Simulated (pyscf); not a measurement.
A first-order saddle from PySCF, ωB97X-D3(BJ)/def2-SVP:

```xyz
6

C     -1.2474    -0.1149     0.2535
O     -1.0843    -0.1351     1.4598
H     -0.5046    -0.9138    -0.4919
H     -2.1630    -0.2755    -0.3504
H     -0.8905     0.9714    -0.4083
H     -0.2837     0.1221    -0.6440
```
Charge 0, spin multiplicity 1.

Surface: singlet, charge 0. Lowest wavenumbers (cm⁻¹): 1896i, 963, 1047, 1071, 1324.

Problem. What reaction is this the transition state of?

Solution. H₂C=O (SMILES C=O) + H₂ (SMILES [H][H]) ⇌ H₂C=O (SMILES C=O) + H₂ (SMILES [H][H]), a four-centre exchange read from left to right: C–H, H–H broken and C–H, H–H formed. At ωB97M-D3(BJ)/def2-TZVP it lies +287.2 kJ/mol from the left side and +287.2 kJ/mol from the right (each side as separated species at their lowest minima found). At the saddle there is also a short C–H contact that neither side keeps. This is the saddle that the search found; another between the same sides may lie lower.
